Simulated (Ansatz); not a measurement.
input.yaml

```yaml
crystal:
  periodic: [false, false, false]
  atoms:
    - { symbol: Si, position_ang: [0.295925, 0.068414, -0.336746] }
    - { symbol: "N", position_ang: [0.880153, -0.070759, 1.498435] }
    - { symbol: H, position_ang: [0.487102, -0.623832, 2.28104] }
    - { symbol: H, position_ang: [1.386836, 0.746535, 1.86183] }
    - { symbol: H, position_ang: [1.715745, -0.348331, 0.419593] }
    - { symbol: O, position_ang: [-0.698284, 1.431483, -0.564129] }
    - { symbol: H, position_ang: [-1.636284, 1.278386, -0.342779] }
    - { symbol: H, position_ang: [-0.610291, -1.162297, -0.286242] }
basis:
  gaussian: { orbitals: def2-SVP }
hamiltonian:
  xc: revpbe
  dispersion: d4
md:
  timestep: 0.5
  n_steps: 200
  ensemble: nve
  temperature: 100.0
  initial_velocities: maxwell_boltzmann
  seed: 11754
```

Run as:

```bash
$ ansatz run input.yaml --threads 1 --pin off --max-ram 2048MiB --backend cpu --events-out ev --progress --plain --runs-dir out
```

Hardware: 1 thread of Intel(R) Xeon(R) Platinum 8488C (Sapphire Rapids), with other jobs on the host.

Roughly how long does this run take, and how much memory?

3.6 min, with a peak of 0.13 GiB, for 201 ionic steps.
